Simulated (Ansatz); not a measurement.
Cost and result for the atomization energy of C8H18 (`CCC(C)CC(C)C`) (26 atoms, 25 bonds).

```xyz
26

C    -1.566   -2.550   -0.154
C    -0.555   -1.915   -1.096
C     0.354   -0.848   -0.478
C     1.216   -1.416    0.642
C    -0.446    0.372   -0.026
C     0.360    1.564    0.485
C    -0.582    2.673    0.931
C     1.346    2.086   -0.550
H    -1.079   -3.046    0.689
H    -2.157   -3.305   -0.677
H    -2.265   -1.815    0.252
H     0.079   -2.702   -1.519
H    -1.087   -1.467   -1.943
H     1.027   -0.527   -1.282
H     1.718   -2.333    0.321
H     1.989   -0.710    0.952
H     0.619   -1.654    1.526
H    -1.068    0.713   -0.865
H    -1.143    0.070    0.764
H     0.931    1.241    1.365
H    -0.031    3.521    1.348
H    -1.282    2.319    1.692
H    -1.171    3.044    0.085
H     2.097    1.341   -0.819
H     1.874    2.967   -0.176
H     0.823    2.378   -1.468
```

The species carries charge 0 and has multiplicity 1. The structure was optimised at the PBE0-D4/def2-TZVP level. It is one conformer, not always the lowest. Program: Ansatz. All runs use 6 threads of an AMD EPYC 7R13 on a shared host and a share of an NVIDIA H100 80 GB. Times are those of one run each, without the atoms' runs, and a repeat can differ threefold. Electronic energies, without spin–orbit coupling; frozen cores. CCSD(T)/CBS adds CCSD(T) − MP2 in def2-TZVPP to the MP2 limit, and its time is that of the two runs behind it. T1 = 0.009. B3LYP takes the VWN-RPA correlation (the form of Gaussian; ORCA's B3LYP/G).

CCSD(T)/CBS is a level of theory with its own doubt, some kJ/mol a heavy atom from the limit and from the frozen cores, so smaller differences don't rank the functionals.

```csv
level,functions,wall time,atomization (kJ/mol),difference from CCSD(T)/CBS,per bond
PBE0-D4/def2-TZVPP,500,4 s,10447.4,71.9,2.9
PBE-D4/def2-TZVPP (with forces),500,5 s,10539.7,164.2,6.6
r2SCAN-D4/def2-TZVPP (with forces),500,5.5 s,10392.7,17.2,0.7
B3LYP-D4/def2-TZVPP (with forces),500,6 s,10381.2,5.7,0.2
B2PLYP/def2-TZVPP,500,6 s,10273.1,-102.4,-4.1
ωB97X-V/def2-TZVPP,500,7 s,10387.2,11.7,0.5
ωB97M-V/def2-TZVPP (with forces),500,8.5 s,10400.9,25.4,1.0
MP2/def2-QZVPP,996,10 s,10369.9,-5.6,-0.2
CCSD(T)/def2-TZVPP,500,55 s,10171.7,-203.8,-8.2
CCSD(T)/CBS(def2),–,65 s,10375.5,0.0,0.0
```

In def2-TZVPP, CCSD(T) changes the Hartree–Fock value by +2268.9 kJ/mol (the triples alone add +114.5 kJ/mol) and MP2 by +2347.9 kJ/mol; breaking electron pairs costs correlation energy, which Hartree–Fock lacks. From PBE to PBE0 (25 % exact exchange), in def2-TZVPP and without D4, the atomization energy moves by −83.6 kJ/mol: exact exchange takes away binding that semilocal exchange gives to molecules. The D4 term adds +91.0 kJ/mol with B3LYP and +49.5 kJ/mol with PBE0; it sums over pairs of atoms, weighted by their polarisabilities, and B3LYP, whose exchange is more repulsive, gets the larger term.
